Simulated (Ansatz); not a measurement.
Basis-set extrapolation for C3H9P (`CP(C)C`) (PBE0-D4/def2-TZVP geometry, frozen core, Ansatz). Multiplicity 1, RHF reference.

```tsv
	def2-TZVPP	def2-QZVPP
HF	-459.646698	-459.662646
MP2 correlation	-0.696305	-0.742263
CCSD(T) correlation	-0.781076	not run
```

Energies in hartree. Use E(X) = E(∞) + A·exp(−7.88·√X) for Hartree–Fock and E(X) = E(∞) + B·X^(−2.97) for correlation, with X = 3 and 4, and add CCSD(T) minus MP2 of the smaller set to the MP2 limit.

Question: What is the CCSD(T) energy at the basis-set limit?

Answer: HF limit: -459.662646 + (-0.015948) × 0.13774 = -459.66484. MP2 limit: -0.742263 + (-0.045958) × 0.74074 = -0.77631. Higher-order term: -0.781076 − (-0.696305) = -0.08477. Total: -460.52592 hartree, 257.7 kJ/mol below CCSD(T)/def2-TZVPP.
